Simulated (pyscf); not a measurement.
Single points on ωB97X-D3(BJ)/def2-SVP structures (PySCF, gas phase).

For the elementary gas-phase step H₃C–F (SMILES CF) + H₃C–AlH–F (SMILES [CH3][AlH][F]) → CH₄ (SMILES C) + H₃C–Al(F)–F (SMILES [CH3][Al]([F])[F]) (singlet surface; C–F, Al–H broken, C–H, Al–F formed), what barrier and reaction energy does ωB97X-D3(BJ)/def2-TZVP give, measured from the separated reactants?

ΔE‡ = 24.0 kcal/mol, ΔE = -67.8 kcal/mol. ωB97M-D3(BJ)/def2-TZVP gives 23.3 kcal/mol and -69.0 kcal/mol. Zero-point energy shifts the barrier by +0.1 kcal/mol. It is a four-centre exchange, with an imaginary mode of 930i cm⁻¹. On the reactant side the descent ends in an adduct with a Al–F contact, 15.5 kcal/mol under the separated species and 39.5 kcal/mol under the saddle at ωB97X-D3(BJ)/def2-TZVP. On the product side the descent ends in a complex, 4.6 kcal/mol under the separated species and 96.5 kcal/mol under the saddle at ωB97X-D3(BJ)/def2-TZVP. What is counted as formed (Al–F) is already present as a longer contact in the reactant adduct; forming that adduct is a step of its own. One saddle was located; it need not be the lowest between these sides.
